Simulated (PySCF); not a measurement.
Computed data sheet: cyclopentanone (`C1C(=O)CCC1`)

Cyclopentanone, C5H8O.
Z-matrix (Å and degrees, PBE0-D3(BJ)/def2-SVP geometry), rows numbered from 1:
```
O 
C   1  1.2020
C   2  1.5239  1  125.93
C   3  1.5258  2  104.95  1   168.32
C   4  1.5352  3  103.88  2    30.72
C   2  1.5239  1  125.97  3  -179.99
H   3  1.1051  2  106.58  1   -73.64
H   3  1.0994  2  110.91  1    42.18
H   4  1.1033  3  109.85  2   -86.45
H   4  1.0995  3  113.52  2   153.78
H   5  1.1033  4  109.63  3    78.90
H   5  1.0995  4  112.93  3  -161.86
H   6  1.0993  2  110.97  1    41.72
H   6  1.1052  2  106.52  1   -74.11
```

Among its groups: ketone.

PBE0-D3(BJ)/def2-SVP geometry optimisation, gas phase (PySCF):

```
Point group                  : C2
Rotational constants A, B, C : 6.675, 3.366, 2.421 GHz
```

PBE0/pcSseg-1 ground state and GIAO shieldings, non-relativistic (PySCF):

```
Dipole moment                                               : 3.04 D
HOMO energy                                                 : -7.01 eV
LUMO energy                                                 : -0.45 eV
HOMO–LUMO gap                                               : 6.56 eV
Lowest Hirshfeld atomic charge                              : -0.25 e on O1
Highest Hirshfeld atomic charge                             : +0.17 e on C2
13C chemical shifts (computed TMS as zero) by class         : 220.2 (C2), 39.9 (C3/C6), 25.7 (C4/C5) ppm
1H chemical shifts (computed TMS as zero) by class          : 1.96 (H7/H8/H13/H14), 1.75 (H9/H10/H11/H12) ppm
Isotropic shieldings of nuclei other than C and H, by class : -326 (O1) ppm
Mayer bond orders between heavy atoms                       : O1–C2 2.04, C2–C3 0.97, C3–C4 1.02, C4–C5 1.01, C5–C6 1.02, C6–C2 0.97
```

From B3LYP/pcJ-1 indirect spin-spin coupling, non-relativistic, gas phase; spin–dipole term left out (PySCF):

```
Largest of the computed one-bond spin–spin couplings (means over like bonds) : 13C–1H +136.7 (C4–H9 and 3 like it), 13C–1H +136.7 (C3–H7 and 3 like it), 13C–13C +38.9 (C2–C3 and 1 like it), 13C–13C +37.3 (C3–C4 and 1 like it), 17O–13C +33.7 (O1–C2), 13C–13C +31.2 (C4–C5) Hz
```

Monoisotopic mass (most abundant isotopes): 84.0575 u.

With B = h/(8π²I), that is 505.379 GHz u Å² over I, the principal moments of inertia are 75.7, 150.1 and 208.8 u Å² (most abundant isotopes). The dipole equals about 10.2 × 10⁻³⁰ C·m (1 D = 3.33564 × 10⁻³⁰ C·m). A dipole of 3.04 D is allowed in C2, and pure rotational transitions are dipole-allowed. The rotational constants make it an asymmetric top with κ = (2B − A − C)/(A − C) = -0.56, nearer the prolate limit (−1).

 NMR classes are plain means over equivalent atoms (diastereotopic ones count apart unless rotation or inversion swaps them), as if these changed places fast; in this geometry the members of some classes differ.

One conformer stands for the species.
